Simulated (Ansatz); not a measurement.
**How MgO answers to pressure**

```
Mg O
1.0
     0.00000    2.12692    2.12692
     2.12692    0.00000    2.12692
     2.12692    2.12692    0.00000
Mg O
1 1
Direct
  0.00000 0.00000 0.00000
  0.50000 0.50000 0.50000
```

The structure comes from a relaxation in the same program, started in the rocksalt type, and has space group Fm-3m. Whether it is a known phase or the ground state wasn't checked.

Method: DFT, PBE, all-electron LAPW, scalar-relativistic in Ansatz 0.2.0.

Settings: a Γ-centred 16×16×16 k mesh, Fermi–Dirac smearing of 0.05 eV, basis error target 1 meV/atom, no spin polarisation.

The cell is scaled evenly with fractional coordinates held. Semilocal gaps are too small, but their slopes carry over better.

| V/V(cell) | P (GPa) | gap on the k mesh (eV) |
| --- | --- | --- |
| 0.9405 | 10.43 | 5.052 |
| 0.9700 | 4.89 | 4.746 |
| 1.0000 | 0.06 | 4.456 |
| 1.0300 | -4.09 | 4.185 |

Q: From the rows at 0.9700 and 1.0300, what is the bulk modulus at the cell's volume?

A: B = −ΔP/Δln V = −[(-4.09) − (4.89)]/0.06002 = 149.6 GPa.

Q: What are the gap's volume deformation potential and pressure coefficient?

A: dEg/dln V = (4.185 − 4.746)/0.06002 = -9.35 eV, and dEg/dP = −(dEg/dln V)/B = 62 meV/GPa: pressure widens the gap.

Q: Predict the row at V/V(cell) = 1.0600. How far is a linear estimate of P off?

A: P = -7.66 GPa, gap 3.931 eV. The linear estimate P(cell) − B ln(V/V(cell)) = -8.66 GPa misses by 1.00 GPa, since the modulus falls on expansion.
